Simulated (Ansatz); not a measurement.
**BHO (singlet): wave-function methods side by side at distance B1–O2 = 1.321 Å, 6-31G**

Aim: climb from Hartree-Fock through coupled cluster and multireference methods for BHO (singlet) at one geometry and basis, and see what each rung misses.

Computed with Ansatz 0.2.0, Gaussian basis. Level: 6-31G, core rule «outside noble gas», up to 2 orbitals frozen.

To be run: UHF; CCSD(T) on RHF; BCCD(T) on RHF; CISD; CCSDT(Q) on RHF; CCSDTQ on RHF; CASSCF and MRCISD+Q, 2 electrons in 2 orbitals; CASSCF and NEVPT2, 2 electrons in 2 orbitals; CASSCF and MRCISD+Q, 10 electrons in 9 orbitals; CASSCF and MRCISD+Q(relaxed), 10 electrons in 9 orbitals; CASSCF and NEVPT2, 10 electrons in 9 orbitals; Full CI.

22 further runs of the same task are left out: 8 for a known fault of the program, 8 that didn't finish, 6 set aside as unsound or not needed.

### Step 1. What is computed

The geometry derives from a PBE0/def2-TZVP stationary point (not a proven minimum). One bond is set to the value named and the two fragments are kept rigid.

3 atoms, charge 0, spin multiplicity 1.

Atoms are counted from 1 here; the program's logs count them from 0.

Bond lengths: B1–O2 1.321 Å, B1–H3 1.173 Å. Angles: O2–B1–H3 180.0°.

### Step 2. UHF

in.yaml

```yaml
crystal:
  periodic: [false, false, false]
  atoms:
    - {symbol: B, position_ang: [0.000000, 0.000000, 0.049431]}
    - {symbol: O, position_ang: [0.000000, 0.000000, -1.271569]}
    - {symbol: H, position_ang: [0.000000, 0.000000, 1.222138]}
basis:
  gaussian: {orbitals: 6-31G}
magnetization: {spin_polarized: true, initial_magnetization: 0}
hamiltonian: {xc: hf}
output: {orbitals: {seedname: orbitals}}
```

Launch:

```bash
$ ansatz run in.yaml --threads 1 --pin off --events-out ev --progress --plain --max-ram 2393MiB
```

The runs that follow: CCSD(T) on RHF; BCCD(T) on RHF; CISD; CCSDT(Q) on RHF; CCSDTQ on RHF; CASSCF and MRCISD+Q, 2 electrons in 2 orbitals; CASSCF and NEVPT2, 2 electrons in 2 orbitals; CASSCF and MRCISD+Q, 10 electrons in 9 orbitals; CASSCF and MRCISD+Q(relaxed), 10 electrons in 9 orbitals; CASSCF and NEVPT2, 10 electrons in 9 orbitals; Full CI.

Q: Predict the results of all the runs planned. Wanted: FCI below the RHF energy; RMP2 from FCI; RCCSD from FCI; RCCSD(T) from FCI; RCCSDT(Q) from FCI; NEVPT2 pair from FCI; MRCISD+Q pair from FCI; NEVPT2 valence from FCI; T1 diagnostic.

**Answer**, as computed:

```
                         quantity                                                                                       value
         FCI below the RHF energy                                                                                  -5.8537 eV
                    RMP2 from FCI                                                                                +20.0 kJ/mol
                   RCCSD from FCI                                                                                +27.6 kJ/mol
                RCCSD(T) from FCI                                                                                 +3.6 kJ/mol
               RCCSDT(Q) from FCI                                                                                 -0.7 kJ/mol
             NEVPT2 pair from FCI                                                                                +26.9 kJ/mol
           MRCISD+Q pair from FCI                                                                                +13.9 kJ/mol
          NEVPT2 valence from FCI                                                                                +40.4 kJ/mol
levels within 1 kcal/mol (43 meV)  RCCSD(T), BCCD(T), RCCSDT, RCCSDT(Q), RCCSDTQ, MRCISD+Q valence, MRCISD+Q(relaxed) valence
                    T1 diagnostic                                                                                       0.032
   effectively unpaired electrons                                                                                        0.09
```

RCCSD(T) misses by +3.6 kJ/mol, 0.6 % of the correlation energy. RCCSDT(Q) falls below full CI, which methods that aren't variational can do. One determinant dominates. Of the multireference levels listed MRCISD+Q(relaxed) valence comes nearest in total energy (0.0 kJ/mol), which doesn't show that its space is the better one. These misses are within one basis, not against nature.
